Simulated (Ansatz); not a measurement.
Reaction: CH6BN (SMILES N(B)C) → BH2 (SMILES [BH2], doublet) + CH4N (SMILES [NH]C, doublet) (the B-N bond breaks)
Each species at its own B3LYP-D3(BJ)/def2-TZVP minimum (Ansatz, a program for electronic structure).

Property: bond dissociation energy (electronic), in kcal/mol. UHF or UKS for unpaired electrons; spin-orbit terms are left out. CBS(X,Y): correlation extrapolated as X^-3, Hartree-Fock from the larger set. A bracket is a step between two methods taken in the basis named. The functionals are non-relativistic, so their misses hold any scalar relativity. '+ core + X2C': CCSD(T) terms for core correlation (cc-pwCVTZ) and scalar relativity (cc-pVTZ-DK).

CCSD(T)/CBS(cc-pVTZ,cc-pVQZ) + [CCSDT(Q) - CCSD(T)]/cc-pVDZ + core + X2C (Ansatz) gives 145.0 kcal/mol.

Problem. What does PBE/def2-TZVPD (Ansatz) give here, and how do the other levels compare?

Solution. PBE gives 141.5 kcal/mol, 3.5 kcal/mol below it. Differences of the others: r2SCAN/def2-TZVPD (Ansatz) -8.6; PBE0/def2-TZVPD (Ansatz) -5.0; CCSD(T)/CBS(cc-pVTZ,cc-pVQZ) + core + X2C (Ansatz) -0.1 kcal/mol. Nearer than PBE: CCSD(T)/CBS(cc-pVTZ,cc-pVQZ) + core + X2C.
